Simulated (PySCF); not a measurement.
## A thermochemical cycle for O2

MP2 in PySCF with def2-TZVPPD on every atom, for the lowest determinant that a PBE0 search found; no spin–orbit coupling. O2, a triplet (π ↑↑), has De = 5.47 eV to neutral atoms, and O₂⁺, a doublet (π ↑), has De = 7.12 eV to O⁺ + O.

At the same level the O atom ionises at 13.29 eV.

**Question.** What is the adiabatic ionisation energy of the molecule, and does ionisation strengthen or weaken the bond?

**Answer.** IE = IE(O) + De(neutral) − De(ion) = 13.29 + 5.47 − 7.12 = 11.64 eV. De changes by +1.65 eV, so ionisation strengthens the bond.

Correlated steps freeze 2 core orbitals. States were picked by a PBE0 search and need not be the measured ground states.
